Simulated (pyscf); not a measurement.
5 gas-phase steps of one pattern: four-centre exchange on the singlet surface, H–H + N–Si or H–H + N–Sn broken and H–N + H–Si or H–N + H–Sn formed. Optimised with ωB97X-D3(BJ)/def2-SVP in PySCF. Electronic energies in kJ/mol, from the separated reactants; ΔE‡ at ωB97M-D3(BJ)/def2-TZVP, beside the barrier at r²SCAN/def2-TZVP on the same structures. Rows were drawn at random from the steps of this pattern with a verified saddle, stable references and no exit in the data more than 5 kcal/mol lower.

```
row                                                           step  ΔE‡(r²SCAN)    ΔE‡
---  -------------------------------------------------------------  -----------  -----
1                                       H₂N–SnH₃ + H₂ → SnH₄ + NH₃        132.1  144.4
2    H₂N–SiH₂–Si(F)(SiH₃)–SiH₃ + H₂ -> F–Si(SiH₃)(SiH₃)–SiH₃ + NH₃        181.5  194.0
3            H₃Si–NH–Si(Cl)(Cl)–Cl + H₂ → H₂N–Si(Cl)(Cl)–Cl + SiH₄        219.1      ?
4                 H₃C–N(CH₃)–SiH₂–NH₂ + H₂ → H₃C–N(CH₃)–SiH₃ + NH₃        183.0  192.1
5                  H₂N–Si(NH₂)(Cl)–Cl + H₂ -> H₂N–SiH(Cl)–Cl + NH₃        177.5  186.7
```

From a straight line through the complete rows, estimate the missing barrier and say how far the line can be trusted.

Over the 4 complete rows the means are +168.5 (ΔE‡(r²SCAN)) and 179.3 (ΔE‡); least squares gives b = 0.96 and a = 17.5 kJ/mol, with residuals of 1.4 kJ/mol (root mean square; largest 2.3, row 2). For row 3: 17.5 + 0.96 × (+219.1) = 227.8 kJ/mol, an extrapolation. The computed barrier is 230.9 kJ/mol, 3.1 over the line. The line follows the complete rows closely. Each barrier is that of the saddle found. Elements past Kr carry the def2 core potentials, without spin-orbit coupling.
